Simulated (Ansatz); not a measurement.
A calculation on hcp Lu returned lattice constant a 3.497 Å, lattice parameter c 5.459 Å.

For reference: lattice constant a 3.505 Å (measured, 293 K, no zero-point or thermal correction; as tabulated in Wikipedia's data pages); lattice parameter c 5.549 Å (measured, 293 K, no zero-point or thermal correction, sources range from 5.549 to 5.563; as tabulated in Wikipedia's data pages).

Q: Which level of theory produced these numbers?
A. HSE06 (Ansatz, a quantum-chemistry and plane-wave program)
B. PBEsol+SOC (Ansatz)
C. PBE-D3(BJ) (Ansatz)
D. r²SCAN-D4 (Ansatz)

A: D, r²SCAN-D4 (Ansatz)

The others give: PBE-D3(BJ) 3.455 Å, 5.399 Å; HSE06 3.555 Å, 5.574 Å; PBEsol+SOC 3.434 Å, 5.342 Å.

Unless a cell is named, each level is at its own relaxed cell (HSE06 30.51, PBE-D3(BJ) 27.91, PBEsol+SOC 27.27, r²SCAN-D4 28.91 Å³/atom).

Ansatz's density-functional and Hartree–Fock values are scalar-relativistic unless marked +SOC, with PAW data made under PBE.
